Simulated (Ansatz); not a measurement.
# C₂H₄N₂O: up Jacob's ladder to CCSD(T)

The task here is to estimate one member of a computed series from the others.

The runs use Ansatz 0.2.0, Gaussian basis; functionals in def2-TZVPP, the program's frozen cores in correlated methods.

Plan: LDA (SPW92), PBE-D4, revPBE-D4, BLYP-D4, r2SCAN-D4, B97M-V, PBE0-D4, B3LYP-D4, r2SCANh-D4, r2SCAN0-D4, HSE06-D4, BHLYP-D4, CAM-B3LYP-D4, LC-ωPBE, ωB97X-V, ωB97M-V, B2PLYP, PBE-QIDH; CCSD(T)/def2-SVP; CCSD(T)/def2-TZVPP; MP2/def2-QZVPP; extrapolation to the limit; RPA on PBE.

### The relaxed structure

The geometry comes from an earlier relaxation with PBE0-D4 in a triple-zeta def2 set; it is a stationary point, not always the lowest conformer.

SMILES `N=CC(N)=O`, 9 atoms, charge 0, spin multiplicity 1.

Atoms are counted from 1 here; the program's logs count them from 0.

Bond lengths: N1–C2 1.261 Å, N1–H6 1.019 Å, C2–C3 1.507 Å, C2–H7 1.094 Å, C3–N4 1.343 Å, C3–O5 1.214 Å, N4–H8 1.004 Å, N4–H9 1.006 Å. Angles: C2–N1–H6 112.0°, N1–C2–C3 120.7°, N1–C2–H7 126.0°, C3–C2–H7 113.3°, C2–C3–N4 114.2°, C2–C3–O5 120.1°, N4–C3–O5 125.7°, C3–N4–H8 119.7°, C3–N4–H9 118.9°, H8–N4–H9 121.4°.

Set-up of the first run:

The input, in.yaml:

```yaml
crystal:
  periodic: [false, false, false]
  atoms:
    - {symbol: N, position_ang: [-0.292311, 1.542730, 0.134533]}
    - {symbol: C, position_ang: [0.493884, 0.725423, -0.417642]}
    - {symbol: C, position_ang: [0.335601, -0.757711, -0.205257]}
    - {symbol: N, position_ang: [-0.686950, -1.091868, 0.599179]}
    - {symbol: O, position_ang: [1.098466, -1.534823, -0.742422]}
    - {symbol: H, position_ang: [-0.064825, 2.507867, -0.098925]}
    - {symbol: H, position_ang: [1.330432, 0.981642, -1.074496]}
    - {symbol: H, position_ang: [-0.868737, -2.058880, 0.797396]}
    - {symbol: H, position_ang: [-1.257061, -0.360581, 0.990536]}
basis:
  gaussian: {orbitals: def2-TZVPP}
hamiltonian: {xc: lda}
output: {orbitals: {seedname: orbitals}}
```

Among the steps run: LDA; PBE-D4 (GGA); revPBE-D4 (GGA); BLYP-D4 (GGA); r2SCAN-D4 (meta-GGA); B97M-V (meta-GGA); PBE0-D4 (hybrid); B3LYP-D4 (hybrid); r2SCANh-D4 (hybrid); r2SCAN0-D4 (hybrid); HSE06-D4 (hybrid); BHLYP-D4 (hybrid); CAM-B3LYP-D4 (range-separated); LC-ωPBE (range-separated); ωB97X-V (range-separated); ωB97M-V (range-separated); B2PLYP (double hybrid); PBE-QIDH (double hybrid).

One table of the session follows, with a row left open; its other results are not shown here.

It belongs to the step «Frontier levels by functional». 

```
  functional  HOMO (eV)  LUMO (eV)  gap (eV)
 LDA (SPW92)      -6.07      -2.97      3.11
      PBE-D4      -5.91      -2.69      3.21
   revPBE-D4      -5.83      -2.59      3.24
     BLYP-D4      -5.83      -2.57      3.26
   r2SCAN-D4      -6.24      -2.57      3.67
      B97M-V      -6.39      -2.43      3.96
     PBE0-D4      -7.55      -1.67      5.89
    B3LYP-D4      -7.32      -1.92      5.40
  r2SCANh-D4      -6.86      -2.18      4.67
  r2SCAN0-D4      -7.79      -1.61      6.19
    HSE06-D4          ?          ?         ?
    BHLYP-D4      -9.18      -0.52      8.66
CAM-B3LYP-D4      -9.05      -0.49      8.56
     LC-ωPBE     -10.35       0.73     11.08
     ωB97X-V     -10.04       0.67     10.71
     ωB97M-V      -9.98       0.61     10.59
```

**Question.** Estimate the row for HSE06-D4.

As computed: HOMO (eV): -7.15; LUMO (eV): -2.05; gap (eV): 5.09. In the column «HOMO (eV)» it lies between B3LYP-D4 (-7.32) and r2SCANh-D4 (-6.86).
